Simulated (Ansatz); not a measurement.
## Lattice parameter a of some fcc solids

Method: rVV10 (PAW; Ansatz, a first-principles code). References are measured values corrected to a static lattice or taken at low temperature (these still hold zero-point motion). The table is a random draw of 10 from 12 solids with such references.

Values in Å.

| solid | reference | rVV10 | error (%) |
|---|---|---|---|
| fcc Pt | 3.913 | 4.014 | +2.58 |
| fcc Ni | 3.508 | 3.539 | +0.88 |
| fcc Rh | 3.794 | 3.866 | +1.90 |
| fcc Ca | 5.553 | 5.458 | -1.71 |
| fcc Au | 4.062 | 4.197 | +3.32 |
| fcc Cu | 3.595 | ? | ? |
| fcc Pd | 3.876 | 3.978 | +2.63 |
| fcc Sr | 6.045 | 5.946 | -1.64 |
| fcc Al | 4.018 | 4.028 | +0.25 |
| fcc Pb | 4.902 | 5.063 | +3.28 |

Question: Estimate the withheld rVV10 value.

Answer: The errors of the other rows run from -1.71 % to +3.32 %, with a median of +1.90 %; carried to the reference 3.595 it gives 3.663 Å. The run gives 3.647 Å (+1.45 %); the row was picked among those where that median comes within half of the row's own error. Over these 10 solids the mean error is +1.29 %, the mean absolute error 1.96 % (median 1.80 %), and the worst case fcc Au at +3.32 %; the value is above the reference in 8 of 10 cases. Over all 12 the mean error is +1.46 % and the mean absolute error 2.02 % (median 1.96 %).

All these references are brought to a static lattice.

Spin–orbit coupling is left out, also for the solids with elements from indium on (fcc Pt, fcc Au, fcc Pb); its size isn't shown.

Differences are worked out from the printed values.

Ansatz's density-functional and Hartree–Fock values are scalar-relativistic unless marked +SOC, with PAW data made under PBE.

Ansatz's runs of these crystals have no spin polarisation, but for fcc Ni.

Density-functional runs with spin start from parallel moments for fcc Ni.

Of the class's solids with a reference value and a result at some level, none was set aside. At least 1 more with a reference value is held back for tests. Layered and molecular crystals are counted apart. The metals Ce to Yb are counted apart.

References as tabulated in Mejia-Rodriguez and Trickey (2018), arXiv:1807.09216; Csonka et al. (2009), arXiv:0903.4037.
